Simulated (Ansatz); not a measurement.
Consider the substitution at a C–C bond: `CCC#N` + H–F → `N#CCF` + CH₄.

Gas-phase electronic energies from Ansatz, PBE0-D4/def2-TZVP geometries. CCSD(T)/CBS adds triple-zeta CCSD(T) − MP2 to the extrapolated MP2 energy (def2 sets, frozen cores). This one scheme is used for every species. Functionals use def2-TZVPP.

Question: Is it downhill or uphill in electronic energy at CCSD(T)/CBS, and by how much? (An estimate is asked.)

Answer: Ansatz gave: Uphill: ΔE = +72.8 kJ/mol.

Question: What do these levels give: BLYP-D4, BHLYP-D4, CAM-B3LYP, MP2/def2-SVP, HF/def2-QZVPP, HF/CBS(def2)? (Estimate.)

Answer: The calculation gave: BLYP-D4 50.8, BHLYP-D4 59.4, CAM-B3LYP 53.2, MP2/def2-SVP 63.4, HF/def2-QZVPP 53.5, HF/CBS(def2) 53.6 kJ/mol.

Largest T1 diagnostic among the species: 0.013.

In def2-TZVPP, CCSD(T) changes the Hartree–Fock value by +14.4 kJ/mol (the triples alone add +0.6 kJ/mol) and MP2 by +23.9 kJ/mol. The D4 term adds +5.0 kJ/mol with B3LYP and +2.7 kJ/mol with PBE0; it sums over pairs of atoms, weighted by their polarisabilities, and B3LYP, whose exchange is more repulsive, gets the larger term.

B3LYP here is the variant with VWN-RPA as its local correlation; programs differ in this.
